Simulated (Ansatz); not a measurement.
**N₂O (singlet): the correlation ladder, cc-pVDZ**

The task here is to estimate one member of a computed series from the others.

The runs use Ansatz 0.2.0, Gaussian basis; cc-pVDZ, core rule «outside noble gas», up to 3 orbitals frozen.

Plan: UHF; CCSD(T) on RHF; CCSD(T) on UHF; BCCD(T) on RHF; CISD; CCSDT(Q) on RHF; CCSDT(Q) on UHF; CCSDTQ on RHF; CASSCF and MRCISD+Q, 16 electrons in 12 orbitals; CASSCF and NEVPT2, 16 electrons in 12 orbitals.

10 further runs of the same task are left out: 1 that didn't finish, 9 set aside as unsound or not needed.

### What is computed

The geometry is an MP2(full)/6-31G* stationary point (not a proven minimum).

3 atoms, charge 0, spin multiplicity 1.

Atoms are counted from 1 here; the program's logs count them from 0.

Bond lengths: N1–N2 1.171 Å, N2–O3 1.192 Å. Angles: N1–N2–O3 180.0°.

The first run:

File in.yaml:

```yaml
crystal:
  periodic: [false, false, false]
  atoms:
    - {symbol: N, position_ang: [0.000000, 0.000000, -1.178102]}
    - {symbol: N, position_ang: [0.000000, 0.000000, -0.006984]}
    - {symbol: O, position_ang: [0.000000, 0.000000, 1.185085]}
basis:
  gaussian: {orbitals: cc-pVDZ}
magnetization: {spin_polarized: true, initial_magnetization: 0}
hamiltonian: {xc: hf}
output: {orbitals: {seedname: orbitals}}
```

On the command line:

```sh
ansatz run in.yaml --threads 1 --pin off --events-out ev --progress --plain --max-ram 3956MiB --backend cpu
```

Among the steps run: UHF; CCSD(T) on RHF; CCSD(T) on UHF; BCCD(T) on RHF; CISD; CCSDT(Q) on RHF; CCSDT(Q) on UHF; CCSDTQ on RHF; CASSCF and MRCISD+Q, 16 electrons in 12 orbitals; CASSCF and NEVPT2, 16 electrons in 12 orbitals.

One of the session's tables, all rows but one given; the rest of the session is left out.

```
          method  from RCCSDTQ (kcal/mol)
             RHF                  +347.27
             UHF                  +345.85
            RMP2                    +6.40
            CISD                   +53.92
           RCCSD                   +18.35
        RCCSD(T)                    +1.73
         BCCD(T)                    +1.45
          RCCSDT                    +2.12
       RCCSDT(Q)                    -0.54
         RCCSDTQ                        0
  CASSCF valence                        ?
  NEVPT2 valence                   +31.62
  MRCISD valence                   +15.03
MRCISD+Q valence                    +1.18
```

Estimate the missing values for CASSCF valence.

The run gave: from RCCSDTQ (kcal/mol): +202.33. In the column «from RCCSDTQ (kcal/mol)» it lies between CISD (+53.92) and UHF (+345.85).
